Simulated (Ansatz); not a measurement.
Nudged elastic band run: C3H6FN

The input (input.yaml):

```yaml
crystal:
  periodic: [false, false, false]
  atoms:
    - { symbol: C, position_ang: [-1.014198, 0.628067, 1.001944] }
    - { symbol: C, position_ang: [0.375844, 0.250128, 0.458832] }
    - { symbol: "N", position_ang: [0.302533, -1.022046, -0.276452] }
    - { symbol: C, position_ang: [0.709069, -1.11092, -1.467684] }
    - { symbol: F, position_ang: [1.265463, -0.099623, -2.219827] }
    - { symbol: H, position_ang: [-0.945608, 1.537068, 1.624615] }
    - { symbol: H, position_ang: [-1.718881, 0.828253, 0.176494] }
    - { symbol: H, position_ang: [-1.428593, -0.18926, 1.615715] }
    - { symbol: H, position_ang: [1.064497, 0.082936, 1.30866] }
    - { symbol: H, position_ang: [0.791932, 1.07588, -0.14851] }
    - { symbol: H, position_ang: [0.663143, -2.037484, -2.053087] }
basis:
  gaussian: { orbitals: "6-31G*" }
hamiltonian:
  xc: revpbe
neb:
  order_check: false
  images: 5
  f_tol: 0.03
  max_iterations: 60
  final_atoms:
    - { symbol: C, position_ang: [-1.01752369, 0.60360393, 0.99208485] }
    - { symbol: C, position_ang: [0.38994039, 0.24416279, 0.48304787] }
    - { symbol: "N", position_ang: [0.35639528, -1.01205185, -0.2765873] }
    - { symbol: C, position_ang: [0.73925283, -0.96711565, -1.47961289] }
    - { symbol: F, position_ang: [0.72797661, -2.08224075, -2.24914402] }
    - { symbol: H, position_ang: [-0.97643497, 1.50534567, 1.62766592] }
    - { symbol: H, position_ang: [-1.70129613, 0.80447565, 0.14924469] }
    - { symbol: H, position_ang: [-1.43900643, -0.2259005, 1.58404412] }
    - { symbol: H, position_ang: [1.06051852, 0.08140648, 1.34780713] }
    - { symbol: H, position_ang: [0.81135726, 1.09287869, -0.1011253] }
    - { symbol: H, position_ang: [1.11402134, -0.10156545, -2.05672506] }
  initial_path:
    images:
      - { positions_ang: [[-1.014198, 0.628067, 1.001944], [0.375844, 0.250128, 0.458832], [0.302533, -1.022046, -0.276452], [0.709069, -1.11092, -1.467684], [1.265463, -0.099623, -2.219827], [-0.945608, 1.537068, 1.624615], [-1.718881, 0.828253, 0.176494], [-1.428593, -0.18926, 1.615715], [1.064497, 0.082936, 1.30866], [0.791932, 1.07588, -0.14851], [0.663143, -2.037484, -2.053087]] }
      - { positions_ang: [[-0.98788138, 0.56088629, 0.96813478], [0.40338245, 0.26536474, 0.46693858], [0.41019152, -1.02230372, -0.22878032], [0.68773014, -1.08558222, -1.45077999], [1.42275163, -0.29677802, -2.17915701], [-1.01246806, 1.50457772, 1.54558489], [-1.68781592, 0.69433589, 0.12431903], [-1.37295439, -0.22975204, 1.59989274], [1.07707379, 0.18342829, 1.34380089], [0.78620137, 1.09202067, -0.14925942], [0.33898984, -1.72319859, -2.01999418]] }
      - { positions_ang: [[-0.96156476, 0.49370557, 0.93432556], [0.43092091, 0.28060147, 0.47504516], [0.51785004, -1.02256144, -0.18110864], [0.66639129, -1.06024445, -1.43387598], [1.58004025, -0.49393305, -2.13848701], [-1.07932812, 1.47208745, 1.46655479], [-1.65675084, 0.56041878, 0.07214406], [-1.31731578, -0.27024408, 1.58407049], [1.08965058, 0.28392058, 1.37894178], [0.78047074, 1.10816133, -0.15000885], [0.01483669, -1.40891318, -1.98690137]] }
      - { positions_ang: [[-0.93524813, 0.42652486, 0.90051635], [0.45845936, 0.29583821, 0.48315174], [0.62550856, -1.02281915, -0.13343695], [0.64505243, -1.03490667, -1.41697197], [1.73732888, -0.69108807, -2.09781702], [-1.14618818, 1.43959717, 1.38752468], [-1.62568576, 0.42650166, 0.01996909], [-1.26167717, -0.31073612, 1.56824823], [1.10222737, 0.38441288, 1.41408266], [0.77474011, 1.124302, -0.15075827], [-0.30931647, -1.09462776, -1.95380855]] }
      - { positions_ang: [[-0.96267332, 0.48555122, 0.93103918], [0.43561971, 0.27861307, 0.48311712], [0.53580413, -1.01923005, -0.18115374], [0.67645256, -1.01230967, -1.43785228], [1.40087812, -1.15480563, -2.14825935], [-1.08960378, 1.46151334, 1.46757176], [-1.65088921, 0.55249299, 0.06306096], [-1.32078692, -0.28245758, 1.57351353], [1.08832442, 0.28341074, 1.39199082], [0.78694583, 1.11382756, -0.13421395], [0.16512947, -0.76360699, -1.98811405]] }
      - { positions_ang: [[-0.99009851, 0.54457757, 0.96156201], [0.41278005, 0.26138793, 0.48308249], [0.44609971, -1.01564095, -0.22887052], [0.70785269, -0.98971266, -1.45873258], [1.06442737, -1.61852319, -2.19870169], [-1.03301937, 1.4834295, 1.54761884], [-1.67609267, 0.67848432, 0.10615283], [-1.37989668, -0.25417904, 1.57877882], [1.07442147, 0.18240861, 1.36989897], [0.79915154, 1.10335313, -0.11766962], [0.6395754, -0.43258622, -2.02241956]] }
      - { positions_ang: [[-1.01752369, 0.60360393, 0.99208485], [0.38994039, 0.24416279, 0.48304787], [0.35639528, -1.01205185, -0.2765873], [0.73925283, -0.96711565, -1.47961289], [0.72797661, -2.08224075, -2.24914402], [-0.97643497, 1.50534567, 1.62766592], [-1.70129613, 0.80447565, 0.14924469], [-1.43900643, -0.2259005, 1.58404412], [1.06051852, 0.08140648, 1.34780713], [0.81135726, 1.09287869, -0.1011253], [1.11402134, -0.10156545, -2.05672506]] }
```

Run as:

```bash
$ ansatz run input.yaml --threads 1 --pin off --max-ram 2048MiB --backend cpu --events-out ev --progress --plain --runs-dir out
```

Output, in part (warnings, iteration lines, the closing report on the highest movable image, with atoms numbered from 0):

```
NEB end point (image 0): max|allowed force component| = 6.590e-3 eV/Å (the criterion of neb.relax_end_points is 1.000e-2)
NEB end point (image 6): max|allowed force component| = 9.336e-3 eV/Å (the criterion of neb.relax_end_points is 1.000e-2)
NEB iter   1: max|band force component| = 3.770e1 eV/Å  barrier→ = 11.0676 eV  barrier← = 11.0060 eV  Δτ_max = 0.1964 Å  (207 SCF iters)
NEB iter   2: max|band force component| = 6.191e0 eV/Å  barrier→ = 2.4043 eV  barrier← = 2.3427 eV  Δτ_max = 0.1929 Å  (180 SCF iters)
NEB iter   3: max|band force component| = 3.747e0 eV/Å  barrier→ = 1.7659 eV  barrier← = 1.7043 eV  Δτ_max = 0.1959 Å  (172 SCF iters)
NEB iter   4: max|band force component| = 2.378e0 eV/Å  barrier→ = 1.1793 eV  barrier← = 1.1177 eV  Δτ_max = 0.2000 Å  (178 SCF iters)
NEB iter   5: max|band force component| = 1.368e0 eV/Å  barrier→ = 0.8913 eV  barrier← = 0.8297 eV  Δτ_max = 0.1955 Å  (170 SCF iters)
NEB iter   6: max|band force component| = 1.272e0 eV/Å  barrier→ = 0.7528 eV  barrier← = 0.6912 eV  Δτ_max = 0.2000 Å  (173 SCF iters)
NEB iter   7: max|band force component| = 1.209e0 eV/Å  barrier→ = 0.7528 eV  barrier← = 0.6912 eV  Δτ_max = 0.1422 Å  (171 SCF iters)
NEB iter   8: max|band force component| = 7.210e-1 eV/Å  barrier→ = 0.6819 eV  barrier← = 0.6203 eV  Δτ_max = 0.1360 Å  (155 SCF iters)
NEB iter   9: max|band force component| = 3.993e-1 eV/Å  barrier→ = 0.6590 eV  barrier← = 0.5974 eV  CI = image 2  Δτ_max = 0.2000 Å  (152 SCF iters)
NEB iter  10: max|band force component| = 8.447e-1 eV/Å  barrier→ = 0.8103 eV  barrier← = 0.7487 eV  CI = image 2  Δτ_max = 0.0987 Å  (166 SCF iters)
NEB iter  11: max|band force component| = 1.243e0 eV/Å  barrier→ = 0.8819 eV  barrier← = 0.8203 eV  CI = image 2  Δτ_max = 0.0502 Å  (157 SCF iters)
NEB iter  12: max|band force component| = 9.424e-1 eV/Å  barrier→ = 0.8276 eV  barrier← = 0.7660 eV  CI = image 2  Δτ_max = 0.0981 Å  (158 SCF iters)
NEB iter  13: max|band force component| = 2.864e-1 eV/Å  barrier→ = 0.7656 eV  barrier← = 0.7040 eV  CI = image 2  Δτ_max = 0.0778 Å  (156 SCF iters)
NEB iter  14: max|band force component| = 3.103e-1 eV/Å  barrier→ = 0.7670 eV  barrier← = 0.7054 eV  CI = image 2  Δτ_max = 0.0392 Å  (158 SCF iters)
NEB iter  15: max|band force component| = 2.039e-1 eV/Å  barrier→ = 0.7795 eV  barrier← = 0.7178 eV  CI = image 2  Δτ_max = 0.0195 Å  (156 SCF iters)
NEB iter  16: max|band force component| = 1.847e-1 eV/Å  barrier→ = 0.7842 eV  barrier← = 0.7226 eV  CI = image 2  Δτ_max = 0.0389 Å  (161 SCF iters)
NEB iter  17: max|band force component| = 1.889e-1 eV/Å  barrier→ = 0.7873 eV  barrier← = 0.7257 eV  CI = image 2  Δτ_max = 0.0195 Å  (158 SCF iters)
NEB iter  18: max|band force component| = 7.693e-2 eV/Å  barrier→ = 0.7849 eV  barrier← = 0.7233 eV  CI = image 2  Δτ_max = 0.0389 Å  (167 SCF iters)
NEB iter  19: max|band force component| = 2.020e-1 eV/Å  barrier→ = 0.7832 eV  barrier← = 0.7215 eV  CI = image 2  Δτ_max = 0.0195 Å  (161 SCF iters)
NEB iter  20: max|band force component| = 5.133e-2 eV/Å  barrier→ = 0.7818 eV  barrier← = 0.7202 eV  CI = image 2  Δτ_max = 0.0302 Å  (164 SCF iters)
NEB iter  21: max|band force component| = 5.607e-2 eV/Å  barrier→ = 0.7809 eV  barrier← = 0.7192 eV  CI = image 2  Δτ_max = 0.0099 Å  (162 SCF iters)
NEB iter  22: max|band force component| = 4.373e-2 eV/Å  barrier→ = 0.7806 eV  barrier← = 0.7190 eV  CI = image 2  Δτ_max = 0.0079 Å  (165 SCF iters)
NEB iter  23: max|band force component| = 2.046e-2 eV/Å  barrier→ = 0.7806 eV  barrier← = 0.7190 eV  CI = image 2  Δτ_max = 0.0057 Å  (167 SCF iters)
NEB iter  24: max|band force component| = 1.414e-2 eV/Å  barrier→ = 0.7805 eV  barrier← = 0.7189 eV  CI = image 2  Δτ_max = 0.0000 Å  (271 SCF iters)
Total energy: -7412.12605576 eV, -272.3906084296 hartree
Atom 0 at    -1.056667     0.520163     1.043683 Å, force     0.001371    -0.002318    -0.000586 eV/Å
Atom 1 at     0.378823     0.537842     0.469939 Å, force    -0.000727     0.000998     0.007576 eV/Å
Atom 2 at     0.598159    -0.339500    -0.618383 Å, force    -0.005101     0.006609    -0.009306 eV/Å
Atom 3 at     0.727544    -1.107973    -1.559563 Å, force     0.006946    -0.010788    -0.003208 eV/Å
Atom 4 at     1.930304    -1.292050    -2.266076 Å, force    -0.001986     0.001326     0.001644 eV/Å
Atom 5 at    -1.140210     1.228380     1.887707 Å, force    -0.000691     0.001166     0.000339 eV/Å
Atom 6 at    -1.789600     0.810482     0.271772 Å, force    -0.000032    -0.000415    -0.000062 eV/Å
Atom 7 at    -1.319161    -0.487740     1.407922 Å, force     0.000459     0.001877    -0.000178 eV/Å
Atom 8 at     1.106080     0.290000     1.269878 Å, force     0.000264    -0.001173    -0.000767 eV/Å
Atom 9 at     0.641477     1.565584     0.145877 Å, force    -0.000051    -0.000720     0.001031 eV/Å
Atom 10 at    -0.011548    -1.782189    -2.032056 Å, force    -0.000454     0.003437     0.003518 eV/Å
Dipole moment:    -0.295201     0.136881     0.275564 e Å
```

The run converged. The band force fell under the threshold earlier too, but the program's further tests of the path sent the band on. A vibrational analysis at the climbing image gives one clearly imaginary mode, 267i cm⁻¹: a first-order saddle point.

Final band (atoms are numbered from 1 in the order of the input):

| image | path coordinate (Å) | energy (kcal/mol) | angle C2–N3–C4 (°) |
| --- | --- | --- | --- |
| 0 | 0.00 | 0.0 | 121 |
| 1 | 1.36 | 1.8 | 127 |
| 2 | 2.72 | 18.0 | 177 |
| 3 | 3.82 | 6.3 | 132 |
| 4 | 4.91 | 4.3 | 119 |
| 5 | 6.01 | 3.1 | 117 |
| 6 | 7.10 | 1.4 | 117 |

The run took 5.6 min on 1 thread of Arm Neoverse V1 (shared host), peak memory 0.25 GiB.
